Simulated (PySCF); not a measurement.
# Functional benchmark on one molecule

Molecule: SMILES [PH](C)(C)=S, C₂H₇PS.

Atoms are numbered as in `[CH3:1][PH:2]([CH3:3])=[S:4]`. Each H is labelled by its parent atom.

Geometry PBE0-D3(BJ)/def2-SVP throughout; GIAO in PySCF, gas phase, one conformer, non-relativistic; equivalent atoms averaged; basis pcSseg-2.

Reference values (measured; solution; Ewan Kenneth Macdonald, Aspects of the Chemistry of Some Fluorophosphine Derivatives of Group VI Elements, PhD thesis, University of Edinburgh, 1980): δ(P2) = 5.0 ppm vs 85 % H3PO4. Computed shifts are taken against H3PO4, calculated as an isolated molecule at each level.

**Question.** How do the functionals WP04, B97-2, BHandHLYP, CAM-B3LYP, wB97X-D, LC-wPBE perform against the reference? Times are CPU seconds on 1 thread of an Arm Neoverse V2, shared host.

**Answer.** 
| functional | kind | P2 | abs. error P | core-s |
| --- | --- | --- | --- | --- |
| WP04 | global hybrid | 11.0 | 6.0 | 24 |
| B97-2 | global hybrid | -12.8 | 17.8 | 22 |
| BHandHLYP | global hybrid | -2.1 | 7.1 | 23 |
| CAM-B3LYP | range-separated hybrid | -8.1 | 13.1 | 32 |
| wB97X-D | range-separated hybrid | -14.0 | 19.0 | 31 |
| LC-wPBE | range-separated hybrid | -24.8 | 29.8 | 38 |

For 31P the closest is WP04 (6.0 ppm) and the furthest LC-wPBE (29.8 ppm). One molecule is a small sample, and vibrational and solvent effects are absent from the calculation.
